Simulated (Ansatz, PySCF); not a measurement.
Enthalpy of formation at 298 K: 6 cases among radicals of organics with oxygen, in kcal/mol, species as SMILES. Terms: spin-orbit terms left out; frozen cores in correlated levels; non-relativistic; UHF or UKS for open shells; 6-311+G** with 5d; six Cartesian d functions in 6-31G* and its kin unless marked 5d; dispersion terms only where a functional's name holds one. CBS marks a two-point X^-3 extrapolation of the correlation energy; Hartree-Fock from the larger set. The bracket is a focal-point correction in the basis named. Ab initio and DFT rows: single points at B3LYP-D3(BJ) geometries (Ansatz, an electronic-structure program), with unscaled harmonic terms from B3LYP/6-31G* (Ansatz) at its own minima, enthalpies of formation by atomisation with measured atoms.

Coupled cluster (Ansatz) is a level with limits of its own, used here on species with T1 under 0.025 (0.045 for open shells) and stable references: (a) RI-MP2/CBS(cc-pVTZ,cc-pVQZ)+[CCSD(T)-MP2]/cc-pVDZ; (b) RI-MP2/CBS(cc-pVTZ,cc-pVQZ)+[CCSD(T)-MP2]/cc-pVTZ.

| species | atoms | coupled cluster | difference of B3LYP/6-311+G** (Ansatz) | difference of BP86/def2-SVP (PySCF) | difference of M06-2X/6-31G* (5d) (PySCF) | difference of r2SCAN-D4/def2-TZVPD (Ansatz + dftd4) | difference of wB97M-V/def2-TZVPD (Ansatz) |
|---|---|---|---|---|---|---|---|
| C1O[CH]1 | 6 | 40.7 (b) | 4.9 | -31.9 | -3.8 | -8.4 | -2.6 |
| C(O)([CH2])=O | 7 | -55.3 (b) | 7.1 | -39.1 | 1.0 | -9.5 | -2.5 |
| [CH2]OC | 8 | 1.0 (b) | 4.5 | -28.9 | -0.9 | -4.6 | -1.3 |
| C[CH]O | 8 | -12.7 (b) | 4.9 | -27.6 | 3.9 | -4.8 | -0.9 |
| CC(C)[O] | 11 | -10.3 (a) | 7.1 | -36.6 | -3.8 | -6.0 | -2.4 |
| [CH2]COC | 11 | -2.5 (a) | 10.3 | -34.1 | -0.8 | -3.9 | 0.7 |

| level | cases | mean signed difference | mean absolute difference | median absolute difference | largest absolute difference |
|---|---|---|---|---|---|
| B3LYP/6-311+G** (Ansatz) | 6 | 6.47 | 6.47 | 6.00 | 10.3 |
| BP86/def2-SVP (PySCF) | 6 | -33.03 | 33.03 | 33.00 | 39.1 |
| M06-2X/6-31G* (5d) (PySCF) | 6 | -0.73 | 2.37 | 2.40 | 3.9 |
| r2SCAN-D4/def2-TZVPD (Ansatz + dftd4) | 6 | -6.20 | 6.20 | 5.40 | 9.5 |
| wB97M-V/def2-TZVPD (Ansatz) | 6 | -1.50 | 1.73 | 1.85 | 2.6 |

B3LYP/6-311+G** lies above in 6 of 6 cases and within 2 kcal/mol in 0; mean signed difference 6.47 kcal/mol, mean absolute 6.47 kcal/mol (5.35 over the 4 cases of up to 8 atoms, 8.70 over the larger). These figures hold for the species listed.

How the rows were picked: cases drawn at random among the computed members of the class with clean coupled-cluster diagnostics. The batch they came from held 28 cases of this property in the class: 5 with a tabulated value, 19 with clean coupled cluster alone, 4 with neither, which enter no statistics. The levels are drawn from those run on every case listed, the commonest habits more often. No case is left out for the size of its miss. Left out are saddle points of the reference geometry, anions that the best level run finds unbound, excited spin states, species near biochemistry, 298 K rows of species without real B3LYP wavenumbers, cases with under five habitual levels, runs that failed or that the program found above a lower state of the same kind, table entries that another table contradicts, and a share of species set aside by lot.
